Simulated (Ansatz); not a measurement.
**AlH+ (quartet): wave-function methods side by side, def2-QZVPP**

The task here is to estimate one member of a computed series from the others.

Program: Ansatz 0.2.0, Gaussian basis. Level of theory: def2-QZVPP, core rule «outside noble gas», up to 5 orbitals frozen. These are calculated values, not measurements.

Plan: UHF; ROHF; CCSD(T) on UHF.

## The system

The geometry is a PBE0/def2-TZVP stationary point (not a proven minimum) of the parent state, kept for this charge and spin.

2 atoms, charge 1, spin multiplicity 4.

Atoms are counted from 1 here; the program's logs count them from 0.

Bond lengths: Al1–H2 1.619 Å.

Set-up of the first run:

Contents of in.yaml:

```yaml
crystal:
  periodic: [false, false, false]
  atoms:
    - {symbol: Al, position_ang: [0.000000, 0.000000, 0.000000]}
    - {symbol: H, position_ang: [0.000000, 0.000000, 1.619000]}
basis:
  gaussian: {orbitals: "def2-QZVPP.json"}
total_charge: 1
magnetization: {spin_polarized: true, initial_magnetization: 3}
hamiltonian: {xc: hf}
output: {orbitals: {seedname: orbitals}}
```

Run with:

```sh
$ ansatz run in.yaml --threads 1 --pin off --events-out ev --progress --plain --max-ram 2393MiB
```

Steps of the session up to this table: UHF; ROHF; CCSD(T) on UHF.

One of the session's tables, all rows but one given; the rest of the session is left out.

| method | from UCCSD(T) (kcal/mol) |
| --- | --- |
| ROHF | +6.66 |
| UHF | +6.56 |
| UMP2 | ? |
| UCCSD | +0.04 |
| UCCSD(T) | 0 |

Estimate the missing values for UMP2.

**Answer.** from UCCSD(T) (kcal/mol): +2.42. In the column «from UCCSD(T) (kcal/mol)» it lies between UCCSD (+0.04) and UHF (+6.56).
